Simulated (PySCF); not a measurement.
**Bond length, frequency and bond energy of MgB by level of theory**

State: ²Π (doublet), unpaired electrons π ↑. Set-up: Mg x2c-SVPall, B x2c-SVPall; spin-free X2C with a Gaussian nucleus (PySCF 2.14). De refers to Mg + B in their high-spin ground configurations, without counterpoise correction. The functionals are run spin-unrestricted. A positive dipole means Mg(−)B(+). Levels whose curve was spin-contaminated or gave no clean fit are not listed.

```csv
Level,Re (Å),ωe (cm⁻¹),De (eV),μ (D)
ROHF-MP2,2.468,269,0.228,n/a
ROHF-SCS-MP2,2.500,238,0.153,n/a
ROHF-CCSD,2.447,300,0.245,n/a
ROHF-CCSD(T),2.401,347,0.371,n/a
LDA,2.359,387,1.08,-2.40
PBE,2.399,362,0.86,-2.32
```

(1) What does the triples do here, going from ROHF-CCSD to ROHF-CCSD(T)?

Correlated steps freeze 2 core orbitals. The bond is weak. Basis-set superposition, not corrected here, can be much of De in a small basis, most of all at correlated wavefunction levels. Functionals without a dispersion term scatter widely for such bonds, and LDA overbinds them. The CCSD T1 diagnostic is raised, a sign that a single reference may not be enough here. The state was picked by a PBE0 search and need not be the measured ground state.

Results:

(1) ROHF-CCSD(T) less ROHF-CCSD: -4.6 pm in Re, +15.7 % in ωe, +0.13 eV in De. Correlation nearly always deepens the well. The bond shortens, as in weak, metallic or heavy-atom bonds, where dispersion and the correlation of outer-core electrons pull the atoms together.
